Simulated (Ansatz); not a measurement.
Input file:

```yaml
crystal:
  periodic: [false, false, false]
  atoms:
    - {symbol: B, position_ang: [0.000000, 0.000000, -0.950346]}
    - {symbol: O, position_ang: [0.000000, 0.000000, -2.148307]}
    - {symbol: H, position_ang: [0.000000, 0.000000, 3.098654]}
basis:
  gaussian: {orbitals: 6-31G}
magnetization: {spin_polarized: false}
correlation: {method: ccsd_t, electrons: outside_noble_gas}
```

```sh
$ ansatz run in.yaml --threads 1 --pin off --events-out ev --progress --plain --max-ram 2393MiB
```

Log:

```
233 factors; integrals over basis functions are off by at most 3.0e-4 eV
mean field evaluation 1: about -2707.0905 eV, gradient 4.3e1 eV
mean field evaluation 2: about -2707.0962 eV, gradient 4.3e1 eV
mean field evaluation 4: about -2710.9454 eV, gradient 2.0e1 eV
mean field evaluation 8: about -2715.0667 eV, gradient 1.0e0 eV
mean field evaluation 16: about -2715.0702 eV, gradient 1.8e-6 eV
mean field evaluation 32: about -2714.2748 eV, gradient 1.2e-3 eV
mean field evaluation 64: about -2710.9957 eV, gradient 4.9e-1 eV
mean field -2715.07021256 eV, -99.7769899709 hartree, gradient 1.8e-6 eV, S^2 0.000000; 2 other end points of the search recorded, 0 dependent functions left out; unrestricted orbitals would lower it
determinant -2715.07021256 eV, -99.7769899709 hartree, with singles and doubles -2723.83855550 eV, -100.0992206305 hartree
determinant -2714.27481080 eV, -99.7477594953 hartree, with singles and doubles -2723.50935570 eV, -100.0871227611 hartree
determinant -2715.07021256 eV, -99.7769899709 hartree, with singles and doubles -2724.92074716 eV, -100.1389904407 hartree
determinant -2714.27481080 eV, -99.7477594953 hartree, with singles and doubles -2724.90922525 eV, -100.1385670182 hartree
mean field evaluation 96: about -2714.0322 eV, gradient 1.0e1 eV
mean field evaluation 128: about -2715.0702 eV, gradient 5.6e-3 eV
mean field evaluation 160: about -2710.9943 eV, gradient 5.8e0 eV
unrestricted determinant -2720.39279317 eV, -99.9725912006 hartree, S^2 1.0865
2 core orbitals not correlated: weight in the atoms' cores, before any rotation towards them, 1.000 or more for the frozen orbitals, at most 0.000 for the correlated occupied ones
reference -2715.07021256 eV, -99.7769899709 hartree; 5, 5 occupied and 13, 13 virtual orbitals, 233 factors
second order -8.53990676 eV of doubles, -0.00000000 eV of singles
cycle   1  -6.41021283 eV  change    -1.5e0 eV  update   1.6e-1
cycle   2  -7.27630461 eV  change   -8.7e-1 eV  update   1.4e-1
cycle   3  -7.91037904 eV  change   -6.3e-1 eV  update   1.2e-1
cycle   4  -8.39612999 eV  change   -4.9e-1 eV  update   9.5e-2
cycle   5  -8.76834582 eV  change   -3.7e-1 eV  update   7.5e-2
cycle   6  -9.05053630 eV  change   -2.8e-1 eV  update   5.8e-2
cycle   7  -9.90913152 eV  change   -8.6e-1 eV  update   4.4e-2
cycle   8  -9.65636913 eV  change    2.5e-1 eV  update   7.7e-3
cycle   9  -9.75008879 eV  change   -9.4e-2 eV  update   1.2e-2
cycle  10  -9.87571691 eV  change   -1.3e-1 eV  update   6.3e-3
cycle  11  -9.86281435 eV  change    1.3e-2 eV  update   1.8e-3
cycle  12  -9.85396857 eV  change    8.8e-3 eV  update   8.7e-4
cycle  13  -9.85052321 eV  change    3.4e-3 eV  update   2.4e-4
cycle  14  -9.85034948 eV  change    1.7e-4 eV  update   1.3e-5
cycle  15  -9.85056326 eV  change   -2.1e-4 eV  update   1.4e-5
cycle  16  -9.85053863 eV  change    2.5e-5 eV  update   2.5e-6
cycle  17  -9.85053807 eV  change    5.6e-7 eV  update   9.2e-7
cycle  18  -9.85053850 eV  change   -4.2e-7 eV  update   5.2e-7
perturbative correction -0.65343152 eV, -0.0240131653 hartree
WARN: the results are in doubt because among natural orbitals full CI differs from the method by +0.152 eV
Total energy: -2725.57418257 eV, -100.1630037491 hartree
In doubt: among natural orbitals full CI differs from the method by +0.152 eV
```

For the same geometry and basis full CI lies 232.1 meV higher.

Ran on 1 thread of Arm Neoverse V1, shared host: 0.54 s wall, 0.07 GiB peak host memory.
